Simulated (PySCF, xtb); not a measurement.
CH4S, SMILES CS (connectivity only; charge and spin as stated), charge +1, multiplicity 2. Atoms are numbered in the order given.

```xyz
6

C      0.0120    -1.1207     0.0000
S     -0.0907     0.6382     0.0000
H      0.5714    -1.4427     0.8887
H     -1.0016    -1.5187     0.0000
H      0.5714    -1.4427    -0.8887
H      1.2382     0.9165     0.0000
```
Charge +1, spin multiplicity 2.

The structure is a stationary point at PBE0-D3(BJ)/def2-TZVP. The multiplicity is an assumed one; other spin states were not compared.

Calculation: C-PCM-ωB97X/def2-SVP in PySCF.

The values are the electrostatic part of the solvation free energy, E(continuum) − E(gas) at the gas-phase geometry, in a cavity of scaled van der Waals radii (PySCF's table); cavitation and dispersion terms are not included.

Computed values in water (ε = 78.36), n-hexane (ε = 1.88), ethylethanoate (ε = 5.99):
```tsv
solvent	ε	ΔG(elec) (kcal/mol)
water	78.36	-68.2
n-hexane	1.88	-32.3
ethylethanoate	5.99	-57.5
```

For comparison, GFN2-xTB/ALPB(water) (xtb, at the GFN2-xTB geometry, all terms of that model) gives -65.8 kcal/mol.
